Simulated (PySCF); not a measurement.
# One molecule, many inputs

Molecule: SMILES N#C[C-](F)C#N, [C₃FN₂]-; geometry GFN2-xTB.

Bonds (- single, = double, # triple, : aromatic): N1#C2 1.166 Å, C2-C3 1.365 Å, C3-F4 1.417 Å, C3-C5 1.365 Å, C5#N6 1.166 Å. Formal charges: C3 -1.

Total charge -1.

All runs: PySCF 2.14, non-relativistic, gas phase unless a solvent (IEF-PCM) is named; grid level 2, GIAOs and SCF threshold 1e-9 unless changed. The yardstick, PBE0/pcSseg-1, gives these isotropic shieldings σ (ppm, equivalent atoms averaged): N1/N6 -116.4, C2/C5 52.4, C3 65.9, F4 526.0.

What do these inputs give? (1) BLYP/pcX-1; conv 1e-07; (2) solvent water; PBE0/pcSseg-1

Answers


```tsv
run	outcome	functions	wall time	N1/N6	C2/C5	C3	F4
1	converged	144	7.1 s	-106.5	49.5	61.7	516.3
2	converged	102	5.6 s	-108.2	50.4	66.9	524.1
```

Times are on 1 thread of an Arm Neoverse V2, shared host.
